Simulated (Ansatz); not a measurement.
**BN₂ (sextet): wave-function methods side by side, cc-pVDZ**

An exercise on one series of results from a longer session: the logs are not shown, and one member is left open.

Program: Ansatz 0.2.0, Gaussian basis. Level of theory: cc-pVDZ, core rule «outside noble gas», up to 3 orbitals frozen. These are calculated values, not measurements.

To be run: UHF; CCSD(T) on ROHF; CCSD(T) on UHF; BCCD(T) on ROHF; CISD; CCSDT(Q) on ROHF; CCSDT(Q) on UHF.

36 further runs of the same task are left out: 12 for a known fault of the program, 12 that didn't finish, 12 set aside as unsound or not needed.

## The geometry

The geometry is a PBE0/def2-TZVP stationary point (not a proven minimum) of the parent state, kept for this charge and spin.

3 atoms, charge 0, spin multiplicity 6.

Atoms are counted from 1 here; the program's logs count them from 0.

Bond lengths: B1–N2 1.314 Å, N2–N3 1.170 Å. Angles: B1–N2–N3 180.0°.

The first run:

File in.yaml:

```yaml
crystal:
  periodic: [false, false, false]
  atoms:
    - {symbol: B, position_ang: [0.000000, 0.000000, 1.266000]}
    - {symbol: N, position_ang: [0.000000, 0.000000, -0.048200]}
    - {symbol: N, position_ang: [0.000000, 0.000000, -1.217800]}
basis:
  gaussian: {orbitals: cc-pVDZ}
magnetization: {spin_polarized: true, initial_magnetization: 5}
hamiltonian: {xc: hf}
output: {orbitals: {seedname: orbitals}}
```

The run is started by

```console
ansatz run in.yaml --threads 1 --pin off --events-out ev --progress --plain --max-ram 2393MiB
```

Among the steps run: UHF; CCSD(T) on ROHF; CCSD(T) on UHF; BCCD(T) on ROHF; CISD; CCSDT(Q) on ROHF; CCSDT(Q) on UHF.

One of the session's tables, all rows but one given; the rest of the session is left out.

```
   method  from RCCSDT(Q) (meV)
     ROHF               +8724.3
      UHF               +8273.8
     RMP2               +1498.4
     UMP2               +1567.9
     CISD               +1165.0
    RCCSD                     ?
    UCCSD                +616.9
 RCCSD(T)                +376.9
 UCCSD(T)                +378.5
  BCCD(T)                +378.4
   RCCSDT                +103.6
   UCCSDT                +103.2
RCCSDT(Q)                     0
UCCSDT(Q)                  +0.6
```

Q: Estimate the row for RCCSD from the others.

**Answer.** from RCCSDT(Q) (meV): +628.0. In the column «from RCCSDT(Q) (meV)» it lies between UCCSD (+616.9) and CISD (+1165.0).

The program flags RCCSDT(Q), UCCSDT(Q) as in doubt (see the logs), so the zero of the table is itself unsure.

To keep in mind: The report flags that the cluster equations may have other roots. The program flags RCCSDT(Q), UCCSDT(Q) as in doubt, so the zero of the table is itself unsure. Restricted and unrestricted rows rest on different reference determinants; where their highest levels disagree by more than a few hundredths of an eV, they describe different states and don't form one ladder.
